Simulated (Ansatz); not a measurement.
**SiN2H5 radical: how energies converge with the basis set**

How large a basis does SiN2H5 radical need? Two functionals are run in growing sets.

Method: one geometry, several basis sets; program: Ansatz 0.2.0, Gaussian basis.

The runs, in order: PBE0-D4/def2-SVP; ωB97M-V/def2-SVP; PBE0-D4/def2-QZVPP; ωB97M-V/def2-QZVPP; the functionals' def2-TZVPP values are taken from earlier runs.

### Step 1. Structure used throughout

An earlier PBE0-D4 in a triple-zeta def2 set relaxation fixed the geometry.

SMILES `N[SiH]N`, 8 atoms, charge 0, spin multiplicity 2.

Atoms are counted from 1 here; the program's logs count them from 0.

Bond lengths: N1–Si2 1.713 Å, N1–H4 1.008 Å, N1–H5 1.005 Å, Si2–N3 1.720 Å, Si2–H6 1.504 Å, N3–H7 1.008 Å, N3–H8 1.008 Å. Angles: Si2–N1–H4 122.2°, Si2–N1–H5 121.8°, H4–N1–H5 112.8°, N1–Si2–N3 106.1°, N1–Si2–H6 117.2°, N3–Si2–H6 103.6°, Si2–N3–H7 120.2°, Si2–N3–H8 119.6°, H7–N3–H8 111.5°.

### Step 2. PBE0-D4 in def2-SVP

File in.yaml:

```yaml
crystal:
  periodic: [false, false, false]
  atoms:
    - {symbol: N, position_ang: [-1.026977, 0.622077, -0.768270]}
    - {symbol: Si, position_ang: [0.527749, 0.579855, -0.050725]}
    - {symbol: N, position_ang: [0.789542, -1.052576, 0.425120]}
    - {symbol: H, position_ang: [-1.817867, 0.144458, -0.364574]}
    - {symbol: H, position_ang: [-1.296551, 1.349408, -1.406785]}
    - {symbol: H, position_ang: [0.716352, 1.354053, 1.225149]}
    - {symbol: H, position_ang: [0.730841, -1.793954, -0.255161]}
    - {symbol: H, position_ang: [1.468910, -1.260521, 1.139546]}
basis:
  gaussian: {orbitals: def2-SVP}
magnetization: {spin_polarized: true, initial_magnetization: 1}
hamiltonian: {xc: pbe0, dispersion: d4}
output: {orbitals: {seedname: orbitals}}
```

Further steps of the session: ωB97M-V in def2-SVP; PBE0-D4 in def2-QZVPP; ωB97M-V in def2-QZVPP.

Q: Predict the results of all the runs planned. Wanted: PBE0-D4: double and triple zeta above quadruple; ωB97M-V: double and triple zeta above quadruple.

The runs gave:

| quantity | value |
| --- | --- |
| PBE0-D4: double and triple zeta above quadruple | 7.20, 0.49 eV |
| ωB97M-V: double and triple zeta above quadruple | 7.33, 0.46 eV |

In words: PBE0-D4 gains 6.72 eV from double to triple zeta, then 0.49 eV more. These are total energies; as a rule much of such shifts cancels in differences, which this series doesn't test.
